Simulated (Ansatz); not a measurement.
# Structure relaxation of Pb

Theory: DFT r2SCAN, scalar-relativistic, plane waves, PAW (Ansatz 0.2.0). Cutoff 500 eV, Γ-centred k mesh, Gaussian smearing, no spin polarisation in the final step.

Pb was placed on the alpha-gallium structure type (Cmce, No. 64), at a guessed volume.

```xyz
4
Lattice="2.6814 -4.5445 0.0000 2.6814 4.5445 0.0000 0.0000 0.0000 5.3699" Properties=species:S:1:pos:R:3 pbc="T T T"
Pb    2.6814    3.1584    0.4215
Pb    2.6814   -1.3861    2.2634
Pb    2.6814   -3.1584    4.9484
Pb    2.6814    1.3861    3.1065
```

Cell and atoms relax at zero pressure; the relaxation can't lower the symmetry of the start. After a coarse first stage the cell is made exact in the group found at 0.06 Å.

Energies count from the standard state of Pb at the same level.

Which crystal results?

It keeps Cmce (No. 64). The result has the alpha-gallium structure. Conventional cell: a = 5.377 Å, b = 9.876 Å, c = 5.513 Å. Pb has 7 Pb at 3.22–3.36 Å.

```cif
data_structure
_symmetry_space_group_name_H-M 'Cmce'
_symmetry_Int_Tables_number 64
_cell_length_a 5.3767
_cell_length_b 9.8763
_cell_length_c 5.5132
_cell_angle_alpha 90.000
_cell_angle_beta 90.000
_cell_angle_gamma 90.000
_cell_volume 292.76
loop_
_atom_site_label
_atom_site_type_symbol
_atom_site_symmetry_multiplicity
_atom_site_Wyckoff_symbol
_atom_site_fract_x
_atom_site_fract_y
_atom_site_fract_z
_atom_site_occupancy
Pb1 Pb 8 f 0.00000 0.84274 0.07546 1
```

What are its volume, energy, density and gap?

The volume per atom is 36.59 Å³. The density is 9.40 g/cm³, the energy over the standard structure is 0.08 eV/atom and the gap on the 10×10×8 mesh is 0 eV (a metal).

The final run used a 10×10×8 mesh on its 4-atom cell and 0.10 eV smearing. The k mesh leaves about 4 meV/atom of noise in metals. Spin–orbit coupling is left out. A structure relaxed within its symmetry needn't be a true minimum.